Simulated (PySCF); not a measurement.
# CF⁺ at other levels of theory

Starting from one script, swap the method and compare what comes out for CF⁺.

Computed with PySCF 2.14.0. Level: each script names its method and basis.

**1. The starting structure**

CF⁺: 2 atoms, charge 1, spin multiplicity 1.

Bond lengths: C1–F2 1.346 Å.

**2. Base script**

The input, input.py:

```python
from pyscf import gto, scf

mol = gto.M(
    atom='C 0 0 0; F 0 0 1.346',
    basis='x2c-svpall',
    charge=1,
    spin=0,
    verbose=3,
)
mf = scf.RHF(mol)
mf = mf.sfx2c1e()
mf.kernel()
mf.analyze()
print('orbital energies (hartree):', mf.mo_energy[..., max(0, mol.nelec[1]-3):mol.nelec[0]+3].round(4))
```

Command:

```sh
OMP_NUM_THREADS=1 python input.py
```

**3. CCSD(T)**

Variant 1 changes step after the SCF: analyze → ccsd(t).

The input, input.py:

```python
from pyscf import gto, scf, cc

mol = gto.M(
    atom='C 0 0 0; F 0 0 1.346',
    basis='x2c-svpall',
    charge=1,
    spin=0,
    verbose=3,
)
mf = scf.RHF(mol)
mf = mf.sfx2c1e()
mf.kernel()
mycc = cc.CCSD(mf)
mycc.kernel()
mycc.ccsd_t()
mf.dip_moment()
print('orbital energies (hartree):', mf.mo_energy[..., max(0, mol.nelec[1]-3):mol.nelec[0]+3].round(4))
```

**4. Mn15 (RKS)**

Variant 2 changes functional: none (Hartree–Fock) → mn15; SCF type: RHF → RKS.

Edit input.py of step 2 so:

```diff
@@ -1,2 +1,2 @@
-from pyscf import gto, scf
+from pyscf import gto, dft
 
@@ -9,3 +9,3 @@
 )
-mf = scf.RHF(mol)
+mf = dft.RKS(mol, xc='mn15')
 mf = mf.sfx2c1e()
```

**5. CISD**

Variant 3 changes step after the SCF: analyze → cisd; frozen orbitals: none → 2.

The input, input.py:

```python
from pyscf import gto, scf, ci

mol = gto.M(
    atom='C 0 0 0; F 0 0 1.346',
    basis='x2c-svpall',
    charge=1,
    spin=0,
    verbose=3,
)
mf = scf.RHF(mol)
mf = mf.sfx2c1e()
mf.kernel()
ci.CISD(mf, frozen=2).kernel()
mf.dip_moment()
print('orbital energies (hartree):', mf.mo_energy[..., max(0, mol.nelec[1]-3):mol.nelec[0]+3].round(4))
```

**6. CASCI**

Variant 4 changes step after the SCF: analyze → casci; active space: none → 6 electrons in 6 orbitals.

The input, input.py:

```python
from pyscf import gto, scf, mcscf

mol = gto.M(
    atom='C 0 0 0; F 0 0 1.346',
    basis='x2c-svpall',
    charge=1,
    spin=0,
    verbose=3,
)
mf = scf.RHF(mol)
mf = mf.sfx2c1e()
mf.kernel()
mc = mcscf.CASCI(mf, 6, 6)
mc.kernel()
mc.analyze()
mf.dip_moment()
print('orbital energies (hartree):', mf.mo_energy[..., max(0, mol.nelec[1]-3):mol.nelec[0]+3].round(4))
```

**Question.** What will these runs give? Wanted: for each run, E(SCF); from base; gap; after the SCF.

As calculated:

```tsv
run	E(SCF) (hartree)	from base (eV)	gap (eV)	after the SCF
base	-136.772572	0	17.76	n/a
CCSD(T)	-136.772572	0.0000	17.76	CCSD(T) correlation -8.729 eV
mn15 (RKS)	-137.287621	not comparable	10.28	n/a
CISD	-136.772572	0.0000	17.76	CISD correlation -7.734 eV
CASCI	-136.772572	0.0000	17.76	CASCI correlation -1.371 eV
```

What this shows: A lower total energy from another functional means nothing by itself.
